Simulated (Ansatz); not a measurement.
Geometry optimisation, Ansatz 0.2.0, RKS BHLYP/cc-pVDZ.

Input:

```yaml
crystal:
  periodic: [false, false, false]
  atoms:
    - { symbol: O, position_ang: [-1.23735, -1.00559, -0.41742] }
    - { symbol: Al, position_ang: [-0.06512, 0.05004, -0.76788] }
    - { symbol: O, position_ang: [0.73782, 0.51949, 0.8085] }
    - { symbol: H, position_ang: [-1.96059, -1.62637, -0.39506] }
    - { symbol: H, position_ang: [0.61445, 0.78985, -1.86368] }
    - { symbol: H, position_ang: [1.47399, 1.16114, 0.82488] }
    - { symbol: H, position_ang: [0.55622, 0.22289, 1.71664] }
total_charge: 1
basis:
  gaussian: { orbitals: cc-pVDZ }
hamiltonian:
  xc: { name: BHLYP }
relax:
  f_tol: 0.015
  max_steps: 40
```

Run as:

```bash
$ ansatz run input.yaml --threads 1 --pin off --max-ram 2048MiB --backend cpu --events-out ev --progress --plain --runs-dir out
```

Where does it end, and by what steps?

The forces met the threshold. Limits of this set-up: the dipole of an ion depends on the origin. After 8 steps the energy has fallen by 0.165 eV; O1 moved furthest, 0.26 Å.

| step | energy less start (eV) | largest force component (eV/Å) | accepted |
| --- | --- | --- | --- |
| 0 | 0.0000 | 0.941 | yes |
| 1 | -0.0606 | 0.530 | yes |
| 2 | -0.0881 | 0.259 | yes |
| 3 | -0.1126 | 0.510 | yes |
| 4 | -0.1257 | 0.640 | yes |
| 5 | -0.0307 | 1.533 | no |
| 6 | -0.1611 | 0.222 | yes |
| 7 | -0.1645 | 0.070 | yes |
| 8 | -0.1647 | 0.006 | yes |

```xyz
7
Properties=species:S:1:pos:R:3
O -1.185 -0.997 -0.162
Al -0.069 0.056 -0.819
O 0.763 0.541 0.805
H -1.886 -1.554 -0.491
H 0.552 0.764 -2.039
H 1.494 1.146 0.975
H 0.451 0.154 1.636
```

Whether the end is a true minimum wasn't checked by a vibrational analysis.

The run took 13 s on 1 thread of Intel(R) Xeon(R) Platinum 8488C (Sapphire Rapids), on a shared host, peak memory 0.14 GiB.
